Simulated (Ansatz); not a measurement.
Steps of a relaxation of P2 (`P#P`) with RKS PBE0-D4/def2-TZVP.

```sh
$ ansatz run in.yaml --threads 2 --pin off --events-out ev --progress --plain --max-ram 22528MiB --backend cpu
```

```yaml
crystal:
  periodic: [false, false, false]
  atoms:
    - {symbol: P, position_ang: [-0.000000, -0.000000, -0.010986]}
    - {symbol: P, position_ang: [0.000000, 0.000000, 1.904386]}
basis:
  gaussian: {orbitals: def2-TZVP}
hamiltonian: {xc: pbe0, dispersion: d4}
relax: {f_tol: 0.005, max_steps: 150}
```

Positions (Å) and forces (eV/Å) along the path, 3 of 3 steps:

```xyz
2
step=1 energy=-18570.3641 eV
P     0.000    0.000   -0.011    0.000    0.000    1.230
P     0.000    0.000    1.904    0.000    0.000   -1.230
2
step=2 energy=-18570.3834 eV
P     0.000    0.000    0.011    0.000    0.000   -0.389
P     0.000    0.000    1.883    0.000    0.000    0.389
2
step=3 energy=-18570.3853 eV
P     0.000    0.000    0.006    0.000    0.000   -0.001
P     0.000    0.000    1.888    0.000    0.000    0.001
```

Hardware: 2 threads of an AMD EPYC 7R13 on a shared host. Wall time 3.4 s, peak host memory 0.17 GiB.
